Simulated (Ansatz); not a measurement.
Input file:

```yaml
crystal:
  periodic: [false, false, false]
  atoms:
    - {symbol: B, position_ang: [0.000000, 0.000000, -0.022524]}
    - {symbol: B, position_ang: [0.000000, 0.000000, -1.542951]}
    - {symbol: H, position_ang: [0.000000, 0.000000, 1.565476]}
basis:
  gaussian: {orbitals: 6-31G}
magnetization: {spin_polarized: false, initial_magnetization: 3}
correlation: {method: bccd_t, electrons: outside_noble_gas}
```

```sh
$ ansatz run in.yaml --threads 1 --pin off --events-out ev --progress --plain --max-ram 2393MiB
```

Problem. Roughly how long does this take on 1 thread of Intel Xeon, shared host, and how much host memory?

Solution. 0.73 s wall and 0.14 GiB.

```
284 factors; integrals over basis functions are off by at most 2.7e-4 eV
mean field evaluation 1: about -1351.3286 eV, gradient 9.1e0 eV
mean field evaluation 2: about -1351.3349 eV, gradient 9.1e0 eV
mean field evaluation 4: about -1353.1151 eV, gradient 1.9e0 eV
mean field evaluation 8: about -1353.1552 eV, gradient 1.6e-1 eV
mean field evaluation 16: about -1353.1378 eV, gradient 5.2e-1 eV
mean field -1353.15558777 eV, -49.7275506487 hartree, gradient 1.8e-6 eV, S^2 3.750000; 0 other end points of the search recorded, 0 dependent functions left out
mean field evaluation 32: about -1353.2247 eV, gradient 7.0e-4 eV
2 core orbitals not correlated: weight in the atoms' cores, before any rotation towards them, 1.000 or more for the frozen orbitals, at most 0.000 for the correlated occupied ones
reference -1353.15558777 eV, -49.7275506487 hartree; 5, 2 occupied and 13, 16 virtual orbitals, 284 factors
second order -1.90283781 eV of doubles, -0.02265595 eV of singles
cycle   1  -2.35807853 eV  change   -4.3e-1 eV  update   6.5e-2
cycle   2  -2.58197810 eV  change   -2.2e-1 eV  update   3.2e-2
cycle   3  -2.61046060 eV  change   -2.8e-2 eV  update   1.2e-2
cycle   4  -2.61169500 eV  change   -1.2e-3 eV  update   5.2e-3
cycle   5  -2.61153971 eV  change    1.6e-4 eV  update   2.2e-3
cycle   6  -2.61067827 eV  change    8.6e-4 eV  update   5.0e-4
cycle   7  -2.61108595 eV  change   -4.1e-4 eV  update   1.6e-4
cycle   8  -2.61102339 eV  change    6.3e-5 eV  update   6.0e-5
cycle   9  -2.61101361 eV  change    9.8e-6 eV  update   2.8e-5
cycle  10  -2.61103532 eV  change   -2.2e-5 eV  update   1.3e-5
cycle  11  -2.61103991 eV  change   -4.6e-6 eV  update   5.7e-6
perturbative correction -0.07276356 eV, -0.0026740115 hartree
Total energy: -1355.83939124 eV, -49.8261786070 hartree
```

For the same geometry and basis full CI lies 31.4 meV lower.
